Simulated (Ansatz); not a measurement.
# CH5Al: the cost of one run

Method: UKS BHLYP-D4/def2-SVP, in Ansatz 0.2.0.

## Step 1: The starting structure

Bond lengths: Al1–C2 2.300 Å, Al1–H4 1.622 Å, C2–H5 1.087 Å, C2–H6 1.099 Å, C2–H7 1.082 Å. Angles: Al1–C2–H5 136.4°, Al1–C2–H6 52.9°, Al1–C2–H7 113.1°, H5–C2–H6 109.5°, H5–C2–H7 110.5°, H6–C2–H7 113.1°, C2–Al1–H4 75.9°.

Structure file:

```xyz
7

Al    0.1119    0.3174    1.6572
C     0.1954   -0.2623   -0.5671
H     0.7987    0.9067   -0.1306
H    -1.3586    0.7033    1.0925
H     0.9311   -0.6950   -1.2401
H     0.0403   -0.9348    0.2877
H    -0.7188   -0.0354   -1.0998
```

## Step 2: Run 1

150 steps of 0.5 fs at constant energy, with velocities drawn for 300 K.

Contents of input.yaml:

```yaml
crystal:
  periodic: [false, false, false]
  atoms:
    - { symbol: Al, position_ang: [0.1119, 0.3174, 1.6572] }
    - { symbol: C, position_ang: [0.1954, -0.2623, -0.5671] }
    - { symbol: H, position_ang: [0.7987, 0.9067, -0.1306] }
    - { symbol: H, position_ang: [-1.3586, 0.7033, 1.0925] }
    - { symbol: H, position_ang: [0.9311, -0.695, -1.2401] }
    - { symbol: H, position_ang: [0.0403, -0.9348, 0.2877] }
    - { symbol: H, position_ang: [-0.7188, -0.0354, -1.0998] }
magnetization:
  spin_polarized: true
basis:
  gaussian: { orbitals: def2-SVP }
hamiltonian:
  xc: { name: BHLYP }
  dispersion: d4
md:
  timestep: 0.5
  n_steps: 150
  ensemble: nve
  temperature: 300.0
  initial_velocities: maxwell_boltzmann
  seed: 866661
```

Run with:

```sh
> ansatz run input.yaml --threads 1 --pin off --max-ram 2048MiB --backend cpu --events-out ev --progress --plain --runs-dir out
```

What time and memory should one allow on 1 thread of Arm Neoverse V2, shared host?

About 4.5 min, with a peak of 0.12 GiB.
